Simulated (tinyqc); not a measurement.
Inside a calculation. Method: geometry optimisation on the UHF/sto-3g surface (energies and gradients from PySCF), for BH, spin multiplicity 3. Computed by tinyqc, a small Python program that keeps every step (integrals from PySCF). Settings: charge = 0, multiplicity = 3, basis = sto-3g, optimiser = bfgs, first Hessian = 0.3, largest step = 0.1, iteration cap = 30. Command: `OMP_NUM_THREADS=1 python tinyqc.py 23811 23812 out.jsonl` (the two numbers bound the seeds that draw the settings). One thread of a shared host (Intel(R) Xeon(R) Processor @ 2.60GHz), about 0.4 s of CPU time with the checks.

## Step 1: energy and gradient

positions at the start (bohr):
```
           x         y         z
1B  0.000000  0.000000  0.000000
2H  0.000000  0.000000  2.347040
```

Self-consistent energy and analytic gradient at these positions.

energy = -24.74709048 hartree

gradient (hartree/bohr):
```
             x           y            z
1B  0.00000000  0.00000000  -0.04998685
2H  0.00000000  0.00000000   0.04998685
```

## Step 1: move

Quasi-Newton step p = -H^(-1) g (first H = 0.3 times the unit matrix); steps longer than 0.1 bohr are cut back (factor 0.424 here).

positions after step 1 (bohr):
```
           x         y         z
1B  0.000000  0.000000  0.070711
2H  0.000000  0.000000  2.276329
```

## Step 2: energy and gradient

As before.

energy = -24.75135927 hartree

gradient (hartree/bohr):
```
             x           y            z
1B  0.00000000  0.00000000  -0.00808766
2H  0.00000000  0.00000000   0.00808766
```

## Step 2: move

inverse Hessian in use (bohr^2/hartree):
```
          1         2         3         4         5         6
1  3.333333  0.000000  0.000000  0.000000  0.000000  0.000000
2  0.000000  3.333333  0.000000  0.000000  0.000000  0.000000
3  0.000000  0.000000  2.510486  0.000000  0.000000  0.822847
4  0.000000  0.000000  0.000000  3.333333  0.000000  0.000000
5  0.000000  0.000000  0.000000  0.000000  3.333333  0.000000
6  0.000000  0.000000  0.822847  0.000000  0.000000  2.510486
```

Quasi-Newton step p = -H^(-1) g (the inverse Hessian comes from BFGS updates; coordinates in the order x, y, z of each atom); steps longer than 0.1 bohr are cut back.

positions after step 2 (bohr):
```
           x         y         z
1B  0.000000  0.000000  0.084360
2H  0.000000  0.000000  2.262680
```

## Convergence

Stop when the largest gradient component is below 3e-5 hartree/bohr. The inverse Hessian follows the BFGS update with s = step, y = change of gradient.

Course of the optimisation:
```
step   E (hartree)  largest gradient (hartree/bohr)
1     -24.74709048                         5.00e-02
2     -24.75135927                         8.09e-03
3     -24.75144774                         1.71e-03
4     -24.75145170                         4.50e-05
5     -24.75145170                         2.42e-07
```

Final distances (angstrom):
```
pair   distance
2H-1B  1.155173
```

Converged in 5 steps.
